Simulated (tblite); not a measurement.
Compound: C₃H₅FS.
Atom-mapped SMILES: `[F:1][C@@H:2]1[CH2:3][C@H:4]1[SH:5]` (hydrogens: H6 on C2; H7, H8 on C3; H9 on C4; H10 on S5)

Structure optimised with GFN2-xTB, isolated species.

Q: What internal coordinates does the optimisation give?

A: 
```csv
bond,length (Å)
F1–C2,1.361
C2–C3,1.492
C3–C4,1.502
C4–S5,1.801
C2–C4,1.496
C2–H6,1.083
C3–H7,1.079
C3–H8,1.079
C4–H9,1.081
S5–H10,1.332
```

A selection of angles:
```csv
angle,degrees
F1–C2–C3,118.3
F1–C2–C4,117.5
F1–C2–H6,110.5
C3–C2–C4,60.4
C3–C2–H6,121.2
C4–C2–H6,120.9
C2–C3–C4,59.9
C2–C3–H7,118.0
C2–C3–H8,117.7
C4–C3–H7,117.4
C4–C3–H8,118.5
H7–C3–H8,114.7
C3–C4–S5,118.4
C3–C4–H9,118.2
S5–C4–H9,113.4
C2–C4–C3,59.7
C2–C4–S5,118.9
C2–C4–H9,118.3
C4–S5–H10,96.1
```

Torsions: F1–C2–C3–C4 -107° (anticlinal); C2–C3–C4–S5 -109° (anticlinal); F1–C2–C4–C3 109° (anticlinal); H10–S5–C4–C3 146° (anticlinal).

The 3-membered ring C2–C3–C4 has internal angles of 59.7° to 60.4°.

Point group: C1 (no symmetry element, even within 0.4 Å). Its GFN2-xTB frequencies are all real (lowest 153 cm⁻¹). One conformer, not necessarily the lowest (C3–C4–S5–H 146°). 2 starts were optimised and ended at 0.00 and 0.33 kcal/mol (GFN2-xTB); the lowest of these is shown.

Time: 0.26 s of wall time. Hardware: one thread, Arm Neoverse V1 (aarch64), shared host with 32 logical CPUs at a one-minute load of 22. That covers the optimisation of the geometry.

All values are computed, not measured.
